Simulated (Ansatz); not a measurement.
**AlH (singlet): from Hartree-Fock to the top rungs, aug-cc-pVTZ**

How much of the correlation energy of AlH (singlet) does each wave-function method recover here?

Program: Ansatz 0.2.0, Gaussian basis. Level of theory: aug-cc-pVTZ, core rule «outside noble gas», up to 5 orbitals frozen. These are calculated values, not measurements.

To be run: UHF; CCSD(T) on RHF; CCSD(T) on UHF; BCCD(T) on RHF; CCSDT(Q) on RHF; CCSDT(Q) on UHF; CASSCF and MRCISD+Q, 4 electrons in 5 orbitals; CASSCF and MRCISD+Q(relaxed), 4 electrons in 5 orbitals; CASSCF and NEVPT2, 4 electrons in 5 orbitals; Full CI.

9 further runs of the same task are left out: 2 for a known fault of the program, 2 that didn't finish, 5 set aside as unsound or not needed.

**1. The geometry**

The geometry is a PBE0/def2-TZVPD stationary point (not a proven minimum) of the parent state, kept for this charge and spin.

2 atoms, charge 0, spin multiplicity 1.

Atoms are counted from 1 here; the program's logs count them from 0.

Bond lengths: Al1–H2 1.706 Å.

**2. UHF**

Input file in.yaml:

```yaml
crystal:
  periodic: [false, false, false]
  atoms:
    - {symbol: Al, position_ang: [0.000000, 0.000000, 0.000000]}
    - {symbol: H, position_ang: [0.000000, 0.000000, 1.706067]}
basis:
  gaussian: {orbitals: aug-cc-pVTZ}
magnetization: {spin_polarized: true, initial_magnetization: 0}
hamiltonian: {xc: hf}
output: {orbitals: {seedname: orbitals}}
```

Command:

```
ansatz run in.yaml --threads 1 --pin off --events-out ev --progress --plain --max-ram 4096MiB --backend cpu
```

After this run come: CCSD(T) on RHF; CCSD(T) on UHF; BCCD(T) on RHF; CCSDT(Q) on RHF; CCSDT(Q) on UHF; CASSCF and MRCISD+Q, 4 electrons in 5 orbitals; CASSCF and MRCISD+Q(relaxed), 4 electrons in 5 orbitals; CASSCF and NEVPT2, 4 electrons in 5 orbitals; Full CI.

**Question.** What will the summary of the whole plan be? Wanted: FCI below the RHF energy; RMP2 from FCI; RCCSD from FCI; RCCSD(T) from FCI; RCCSDT(Q) from FCI; NEVPT2 valence from FCI; MRCISD+Q valence from FCI; MRCISD+Q(relaxed) valence from FCI; T1 diagnostic.

As calculated:

| quantity | value |
| --- | --- |
| FCI below the RHF energy | -2.3213 eV |
| RMP2 from FCI | +58.1 kJ/mol |
| RCCSD from FCI | +5.2 kJ/mol |
| RCCSD(T) from FCI | +1.2 kJ/mol |
| RCCSDT(Q) from FCI | 0.0 kJ/mol |
| NEVPT2 valence from FCI | +37.1 kJ/mol |
| MRCISD+Q valence from FCI | +1.2 kJ/mol |
| MRCISD+Q(relaxed) valence from FCI | -1.6 kJ/mol |
| levels within 1 kcal/mol (43 meV) | RCCSD(T), BCCD(T), RCCSDT, RCCSDT(Q), MRCISD valence, MRCISD+Q valence, MRCISD+Q(relaxed) valence |
| T1 diagnostic | 0.014 |
| effectively unpaired electrons | 0.10 |

In words: RCCSD(T) misses by +1.2 kJ/mol, 0.5 % of the correlation energy. MRCISD+Q(relaxed) valence falls below full CI: the +Q correction isn't variational, and the cores differ from full CI's. One determinant dominates. Of the multireference levels listed MRCISD+Q valence comes nearest in total energy (+1.2 kJ/mol), which doesn't show that its space is the better one. These misses are within one basis, not against nature.
